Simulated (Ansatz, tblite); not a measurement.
Isomers of P2S2⁻ (doublet), found by a short tight-binding search and relaxed with PBE0-D4/def2-TZVPD in Ansatz.

The xTB rows come from tblite. Correlated methods freeze 20 core orbitals.

A: At PBE-D4/def2-TZVPD, r2SCAN-D4/def2-TZVPD, r2SCANh-D4/def2-TZVPD, PBE0-D4/def2-TZVPD and others the highest occupied level of the charge -1 doublet lies above zero (up to 1.62 eV). It is a level of α spin, whose loss leaves a singlet; that state wasn't run at this geometry and level. The electron is either unbound and held by the finite basis, or the level is raised by self-interaction error.

Other spin states were run for one of them alone.

A:

```tsv
atom	x (Å)	y (Å)	z (Å)
P1	1.3026	-0.7127	0.2940
P2	-1.3030	0.7117	-0.2943
S3	0.4849	0.3147	-1.3861
S4	-0.4845	-0.3137	1.3864
```

B:

```xyz
4

P     1.402   -0.633    0.472
P    -0.777   -0.474    0.112
S     0.801   -0.151   -1.448
S    -1.426    1.258    0.864
```

Task: Estimate their order by electronic energy at CCSD(T)/def2-TZVPD, counted from the lowest.

Result: B (0.0) < A (21.7), in kcal/mol.

Task: Do the other levels pick the same lowest one?

Result: All that were run do. Energies above each level's lowest (kcal/mol):

```
                level     A    B
             GFN1-xTB  28.4  0.0
             GFN2-xTB   9.6  0.0
        HF/def2-TZVPD  26.4  0.0
    PBE-D4/def2-TZVPD  22.0  0.0
 r2SCAN-D4/def2-TZVPD  24.2  0.0
r2SCANh-D4/def2-TZVPD  24.0  0.0
   PBE0-D4/def2-TZVPD  21.5  0.0
r2SCAN0-D4/def2-TZVPD  23.7  0.0
       MP2/def2-TZVPD  20.7  0.0
      CCSD/def2-TZVPD  22.0  0.0
   CCSD(T)/def2-TZVPD  21.7  0.0
```
Point groups (tolerance 0.1 Å): A D2h, B not assigned. Lower isomers may exist.
